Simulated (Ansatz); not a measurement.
**Si2P (sextet): wave-function methods side by side, def2-QZVPP**

One table from this session's results is given with a row withheld; the runs are named, their logs left out.

Program: Ansatz 0.2.0, Gaussian basis. Level of theory: def2-QZVPP, core rule «outside noble gas», up to 15 orbitals frozen. These are calculated values, not measurements.

Plan: UHF; ROHF; CCSD(T) on UHF.

## What is computed

The geometry is a PBE0/def2-TZVP stationary point (not a proven minimum) of the parent state, kept for this charge and spin.

3 atoms, charge 0, spin multiplicity 6.

Atoms are counted from 1 here; the program's logs count them from 0.

Bond lengths: Si1–P2 2.159 Å, P2–Si3 2.159 Å. Angles: Si1–P2–Si3 180.0°.

As a file:

```xyz
3
PSi2
Si    0.0000    0.0000    2.1595
P     0.0000    0.0000    0.0000
Si    0.0000    0.0000   -2.1595
```

The first run:

File in.yaml:

```yaml
crystal:
  periodic: [false, false, false]
  atoms:
    - {symbol: Si, position_ang: [0.000000, 0.000000, 2.159500]}
    - {symbol: P, position_ang: [0.000000, 0.000000, 0.000000]}
    - {symbol: Si, position_ang: [0.000000, 0.000000, -2.159500]}
basis:
  gaussian: {orbitals: "def2-QZVPP.json"}
magnetization: {spin_polarized: true, initial_magnetization: 5}
hamiltonian: {xc: hf}
output: {orbitals: {seedname: orbitals}}
```

Started as:

```
$ ansatz run in.yaml --threads 1 --pin off --events-out ev --progress --plain --max-ram 2393MiB
```

Among the steps run: UHF; ROHF; CCSD(T) on UHF.

One table of the session follows, with a row left open; its other results are not shown here.

It belongs to the step «Misses and costs». 

```
  method  from UCCSD(T) (kcal/mol)
    ROHF                   +226.82
    UMP2                    +40.13
   UCCSD                         ?
UCCSD(T)                         0
```

Q: Estimate the row for UCCSD from the others.

As computed: from UCCSD(T) (kcal/mol): +17.32. In the column «from UCCSD(T) (kcal/mol)» it lies between UCCSD(T) (0) and UMP2 (+40.13).

Left out of the table: UHF (another determinant or state than the rows shown).

To keep in mind: Warnings: spin contamination; coupled cluster took another determinant than the lowest.
